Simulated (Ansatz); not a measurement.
## Li3W: from a trial structure to a relaxed crystal

Computed with DFT PBE, scalar-relativistic, plane waves, PAW in Ansatz 0.2.0. Cutoff 420 eV, Γ-centred k mesh, Gaussian smearing, no spin polarisation in the final step.

The start is a random cell of Li3W with space group P4_2 (No. 77), drawn with lower limits on the distances.

```yaml
crystal:
  lattice:
    - [5.12190, 0.00000, 0.00000]
    - [0.00000, 5.12190, 0.00000]
    - [0.00000, 0.00000, 4.22313]
  atoms:
    - { symbol: Li, position: [0.23526, 0.25000, 0.25000] }
    - { symbol: Li, position: [0.76474, 0.75000, 0.25000] }
    - { symbol: Li, position: [0.75000, 0.23526, 0.75000] }
    - { symbol: Li, position: [0.25000, 0.76474, 0.75000] }
    - { symbol: Li, position: [0.00000, 0.00000, 0.11564] }
    - { symbol: Li, position: [0.00000, 0.00000, 0.61564] }
    - { symbol: W, position: [0.50000, 0.00000, 0.02553] }
    - { symbol: W, position: [0.00000, 0.50000, 0.52553] }
```

Steps on the 4×4×4 mesh (8 atoms). 12 of 15 steps are shown, and the free energy counts from the last. Trial steps that were taken back and renewals of the plane-wave basis can be among the rows.

```csv
step,ΔF (meV/atom),V (Å³/atom),P (GPa),largest force component (eV/Å)
1,1520.0,13.85,23.82,2.038
2,1177.0,15.25,15.09,1.912
4,462.8,17.27,1.66,1.702
5,282.2,17.39,-1.40,0.808
6,181.3,16.55,-1.39,0.590
7,97.2,15.69,-0.98,0.379
9,16.1,14.58,1.68,0.123
10,2.8,15.00,0.47,0.025
11,4.9,15.25,-0.25,0.172
12,0.9,15.13,0.11,0.009
14,0.0,15.19,0.03,0.002
15,0.0,15.19,0.03,0.002
```

A final relaxation ran on a 8×8×8 mesh. The relaxed crystal, Pm-3n (No. 223):

```cif
data_structure
_symmetry_space_group_name_H-M 'Pm-3n'
_symmetry_Int_Tables_number 223
_cell_length_a 4.9527
_cell_length_b 4.9527
_cell_length_c 4.9527
_cell_angle_alpha 90.000
_cell_angle_beta 90.000
_cell_angle_gamma 90.000
_cell_volume 121.48
loop_
_atom_site_label
_atom_site_type_symbol
_atom_site_symmetry_multiplicity
_atom_site_Wyckoff_symbol
_atom_site_fract_x
_atom_site_fract_y
_atom_site_fract_z
_atom_site_occupancy
Li1 Li 6 c 0.25000 0.00000 0.50000 1
W1 W 2 a 0.50000 0.50000 0.50000 1
```

```yaml
Volume_per_atom: 15.19 Å³
Density: 5.59 g/cm³
Energy_over_the_elements: 1.16 eV/atom
Gap_on_the_8×8×8_mesh: 0 eV (a metal)
```

The zero of energy is the elements' standard structures at the same level; no fitted shifts are applied.

The final run used a 8×8×8 mesh on its 8-atom cell and 0.10 eV smearing. For metals, differences of a few meV/atom aren't resolved. Spin–orbit coupling is left out.

A structure relaxed within its symmetry needn't be a true minimum.

Cost: 2 runs of about 1.7 core-minutes in all, on Arm Neoverse V2 (shared hosts).